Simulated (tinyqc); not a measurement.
Pariser-Parr-Pople SCF with singles CI, for the molecule NC(N)=CC=O (SMILES; centres numbered as the heavy atoms are written), step by step. One step of it, computed by the program tinyqc.

Task: Iteration 2: Fock matrix. F_rr = H_rr + P_rr gamma_rr / 2 + sum_(s != r) P_ss gamma_rs; F_rs = H_rs - P_rs gamma_rs / 2; E = tr P (H + F) / 2 + core repulsion sum_(r<s) z_r z_s gamma_rs.

P after iteration 1, lower triangle:
```
           1N         2C         3N         4C        5C        6O
1N   1.709818
2C   0.536011   0.991450
3N  -0.296014   0.545706   1.697973
4C  -0.278930   0.601535  -0.279489   1.328225
5C  -0.135182   0.102950  -0.146480   0.556417  0.769993
6O   0.158587  -0.205869   0.166866  -0.254772  0.766269  1.502541
```

core matrix H (eV), lower triangle:
```
            1N          2C          3N          4C          5C          6O
1N  -57.203797
2C   -2.240000  -60.803636
3N    0.000000   -2.240000  -58.719903
4C    0.000000   -2.390000    0.000000  -53.535605
5C    0.000000    0.000000    0.000000   -2.390000  -49.198479
6O    0.000000    0.000000    0.000000    0.000000   -2.510000  -47.492080
```

repulsion gamma_rs (eV), lower triangle:
```
           1N         2C         3N         4C         5C         6O
1N  16.800000
2C   8.281072  11.130000
3N   5.597821   8.281382  16.800000
4C   5.463530   7.552365   5.464507  11.130000
5C   3.744414   5.238149   4.825747   7.553419  11.130000
6O   2.919139   3.728216   3.352625   5.413746   8.106590  15.200000
```

Centres (angstrom, eV; a flat drawing with bonds scaled to 1.40 angstrom):
```
centre          x          y  core charge z          W   gamma_rr
1N       2.118000  -0.893000              2  25.600000  16.800000
2C       1.017000  -0.028000              1  11.160000  11.130000
3N       1.215000   1.358000              2  25.600000  16.800000
4C      -0.283000  -0.549000              1  11.160000  11.130000
5C      -1.384000   0.316000              1  11.160000  11.130000
6O      -2.683000  -0.205000              1  17.700000  15.200000
```

Give: F; pi energy.

Result:

F (eV), lower triangle:
```
          1N       2C        3N       4C       5C       6O
1N  -10.6000
2C   -4.4594  -7.3992
3N    0.8285  -4.4996  -10.6638
4C    0.7620  -4.6615    0.7636  -6.0856
5C    0.2531  -0.2696    0.3534  -4.4914  -2.9107
6O   -0.2315   0.3838   -0.2797   0.6896  -5.6159  -8.2599
```

pi energy = -130.2640 eV
